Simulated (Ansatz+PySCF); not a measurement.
A calculation with Ansatz (development build ahead of 0.2.0).

```yaml
crystal:
  periodic: [false, false, false]
  atoms:
    - { symbol: C, position_ang: [0.0, 0.0, -0.51626] }
    - { symbol: C, position_ang: [0.0, 0.0, 0.88767] }
    - { symbol: H, position_ang: [0.0, -1.02399, -1.11423] }
    - { symbol: H, position_ang: [0.0, 1.02399, -1.11423] }
basis:
  gaussian: { orbitals: def2-SVP }
hamiltonian:
  xc: hf
correlation:
  method: ccsd_t
  frozen_orbitals: { C: 1, H: 0 }
```

The input is written out in the form of the current development build from the run's settings.

Output:

```yaml
Converged: yes
Reference_energy: -76.67930 hartree
CCSD_correlation_energy: -0.26906 hartree
Triples_correction: -0.01114 hartree
Total_energy: -76.95950 hartree
Spin_squared_of_the_determinant: 0.000
Stability_test: minimum among restricted orbitals
Largest_doubles_amplitude: 0.15
Occupied_orbitals_by_symmetry_in_an_Abelian_subgroup_alpha;_beta: 5 A1 1 B1 1 B2; 5 A1 1 B1 1 B2
```

Messages of the program:
```
unlike orbitals would lower it
```
